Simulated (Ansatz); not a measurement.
SiNH$_{7}$, singlet: at the start structure of a reaction step.

in.yaml

```yaml
crystal:
  periodic: [false, false, false]
  atoms:
    - {symbol: Si, position_ang: [0.314965, -0.248460, 1.391548]}
    - {symbol: H, position_ang: [1.380690, -0.884931, 0.580663]}
    - {symbol: H, position_ang: [0.640291, -0.503973, 2.827195]}
    - {symbol: H, position_ang: [-1.010832, -0.857485, 1.127363]}
    - {symbol: H, position_ang: [0.288872, 1.221975, 1.203018]}
    - {symbol: H, position_ang: [0.455170, 0.641415, -2.015262]}
    - {symbol: N, position_ang: [-0.342940, 0.270032, -1.514648]}
    - {symbol: H, position_ang: [-1.097165, 0.938960, -1.610675]}
    - {symbol: H, position_ang: [-0.629151, -0.577534, -1.989202]}
basis:
  gaussian: {orbitals: def2-SVP}
hamiltonian: {xc: lda}
```

Run by:

```bash
ansatz run in.yaml --threads 2 --pin off --events-out ev --progress --plain --max-ram 4352MiB
```

Output of Ansatz 0.2.0:

```
Functional definition: SPW92
  name "SPW92"
  cite "Dirac, Proc. Camb. Phil. Soc. 26, 376 (1930) doi:10.1017/S0305004100016108"
  cite "Slater, Phys. Rev. 81, 385 (1951) doi:10.1103/PhysRev.81.385"
  cite "Perdew & Wang, Phys. Rev. B 45, 13244 (1992) doi:10.1103/PhysRevB.45.13244"
  exchange = slater_x
  correlation = pw_c
774 factors; their error is unknown
mean field evaluation 1: about -9424.1114 eV, gradient 5.9e1 eV
mean field evaluation 2: about -9406.6404 eV, gradient 1.0e2 eV
mean field evaluation 4: about -9431.3835 eV, gradient 2.8e0 eV
mean field evaluation 8: about -9431.3644 eV, gradient 3.5e-2 eV
mean field -9431.36442348 eV, -346.5962497546 hartree, gradient 4.2e-5 eV, S^2 0.000000; 0 other end points of the search recorded, 0 dependent functions left out
reference -9431.36445738 eV, -346.5962510001 hartree; 14, 14 occupied and 53, 53 virtual orbitals, 774 factors
Total energy: -9431.36445738 eV, -346.5962510001 hartree
```

The lines “mean field evaluation” count trial sets of orbitals through the whole run, from several starts and some on an approximate energy, so they need not fall steadily or lie above the final value.

The run took about 0.25 s on 2 CPU threads of an Intel Xeon 6975P-C (shared host).
